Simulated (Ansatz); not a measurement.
Task: vertical energies of changing the electron count of Li₂ (charge +1), with Ansatz 0.2.0, Python API. Give the script and its output. Settings (for the species named): CAM-B3LYP, cc-pVTZ basis, multiplicity 2.

```xyz
2

Li    0.0000    0.0000    0.0000
Li    0.0000    0.0000    2.6700
```

`ip_li2.py`:
```python
'''Vertical ionisation energy of Li2(+).'''

import ansatz as az


def energy(molecule, charge=0, unpaired=0):
    calc = molecule.calculation().basis(gaussian='cc-pVTZ').functional('cam_b3lyp')
    if charge:
        calc = calc.charge(charge)
    if unpaired:
        calc = calc.spin('collinear', total=unpaired)
    return calc.run().report['free_energy_ev']

geometry = (
    az.Crystal.molecule()
    .atom('Li', (0.0, 0.0, 0.0))
    .atom('Li', (0.0, 0.0, 2.67))
)

# total-energy differences at one geometry
parent = energy(geometry, 1, 1)
cation = energy(geometry, 2, 0)
print(f'E(N)   = {parent:.5f} eV')
print(f'E(N-1) = {cation:.5f} eV  (0 unpaired)')
print(f'vertical ionisation energy {cation - parent:.3f} eV')
other = energy(geometry, 2, 2)
print(f'to the state with 2 unpaired electrons: {other - parent:.3f} eV')
```

```console
$ python ip_li2.py
E(N)   = -402.20222 eV
E(N-1) = -389.98964 eV  (0 unpaired)
vertical ionisation energy 12.213 eV
to the state with 2 unpaired electrons: 67.713 eV
```

What to keep in mind:
- Total energies depend on the basis set; only differences at equal settings carry meaning.
- The geometry is a force-field or estimated start, not a minimum of this method, and the basis set is short of its limit. All parts are taken at fixed geometry, without zero-point energy. At an unrelaxed start these energies can be a whole eV from those at the minimum, and a small affinity can change sign.
- The species is open-shell (spin multiplicity 2).
- Only the spin states typed were run; another state of an ion can lie lower, by up to an eV or two.
- The spin state was assumed, and another may lie lower.
- Hardware and time: 2.8 s on 1 thread of Arm Neoverse V2 (shared host), peak memory 0.16 GiB.
